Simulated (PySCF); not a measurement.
# 2,2,2-trifluoroethylamine (C2H4F3N): NMR shifts and spin-spin couplings

Wanted: the NMR shifts and spin-spin couplings of 2,2,2-trifluoroethylamine (C2H4F3N) (`NCC(F)(F)F`), by calculation.

The runs use PySCF 2.14.0, with density-fitted response routines of our own; the level of theory stands in each step. All values are computed, except where a source is named. Atoms count from 0, in the outputs and in this text.

## 1. Starting geometry

10 atoms, charge 0, multiplicity 1; geometry from: GFN2-xTB.

Bonds of the start (Å): N0–C1 1.45, C1–C2 1.52, C2–F3 1.34, C2–F4 1.34, C2–F5 1.33, N0–H6 1.01, N0–H7 1.01, C1–H8 1.10, C1–H9 1.09.

## 2. Shielding tensors: PBE0/pcSseg-1

The job: settings as JSON, then the geometry in Å.

```
{"job": {"kind": "nmr", "xc": "PBE0", "basis": "pcSseg-1"}, "charge": 0, "multiplicity": 1}
N     -1.394416    -0.021205     0.100858
C     -0.086674     0.592362     0.062650
C      0.976737    -0.498301     0.069522
F      0.861218    -1.313775    -0.990696
F      2.212552     0.025431     0.011277
F      0.935695    -1.269055     1.157132
H     -2.121871     0.681079     0.135830
H     -1.547535    -0.607416    -0.712213
H      0.118493     1.221431    -0.821434
H      0.054682     1.194104     0.964546
```

With the program's defaults for keys left out, this is: GIAO PBE0/pcSseg-1 NMR shielding, non-relativistic, gas phase.

**Question.** This job is followed by: B3LYP/pcJ-1 indirect spin-spin coupling, non-relativistic, gas phase. What will the session give for the following? ¹³C shifts against TMS (PBE0/pcSseg-1); ¹H shifts against TMS (PBE0/pcSseg-1, means over atoms taken as alike); ¹⁵N shifts against NH3 (PBE0/pcSseg-1); ¹⁹F shifts against CFCl3 (PBE0/pcSseg-1, means over atoms taken as alike); largest coupling of the table (B3LYP/pcJ-1).

**Answer**, as computed:

| quantity | value |
| --- | --- |
| ¹³C shifts against TMS (PBE0/pcSseg-1) | 134.6, 50.7 ppm |
| ¹H shifts against TMS (PBE0/pcSseg-1, means over atoms taken as alike) | 3.52, 0.67 ppm |
| ¹⁵N shifts against NH3 (PBE0/pcSseg-1) | 22.3 ppm |
| ¹⁹F shifts against CFCl3 (PBE0/pcSseg-1, means over atoms taken as alike) | -91.7 ppm |
| largest coupling of the table (B3LYP/pcJ-1) | ¹J(C,F) C2–F3, -345.4 Hz |

The most deshielded hydrogen is H8, H9 (mean) (hydrogen on an sp3 CH2 bonded to N), at 3.52 ppm: its carbon carries N, which withdraws density. At PBE0/pcSseg-1: The largest span, 172 ppm, is at F3, F4, F5, where the paramagnetic term is -210 ppm. In the run at B3LYP/pcJ-1, the largest coupling of the table is C2–F3 (mean over like pairs), -345.4 Hz, of which the Fermi-contact term gives -320.4 Hz. Density functionals describe couplings to fluorine poorly, F–F couplings above all, so those rows are rough.
